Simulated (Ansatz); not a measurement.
## fcc Sr: elastic constant C12 by level of theory

No measured value is used here.

```json
[
 {"level (code)": "LDA (Ansatz)", "value (GPa)": "12.2", "cell (Å³/atom)": "48.60"},
 {"level (code)": "PBE (Ansatz)", "value (GPa)": "?", "cell (Å³/atom)": "54.78"},
 {"level (code)": "PBEsol (Ansatz)", "value (GPa)": "10.7", "cell (Å³/atom)": "51.95"},
 {"level (code)": "r²SCAN (Ansatz)", "value (GPa)": "10.2", "cell (Å³/atom)": "56.77"},
 {"level (code)": "HSE06 (Ansatz)", "value (GPa)": "9.6", "cell (Å³/atom)": "57.26"}
]
```

Task: Fill in the missing entries.

Result: 
- PBE (Ansatz, a quantum-chemistry and plane-wave program), value (GPa): 9.8

HSE06: hybrids on metals are sensitive to the k mesh. Each level is taken at its own relaxed cell. Cutoffs and k meshes differ between the levels. Ansatz's density-functional and Hartree–Fock values are scalar-relativistic unless marked +SOC, with PAW data made under PBE.
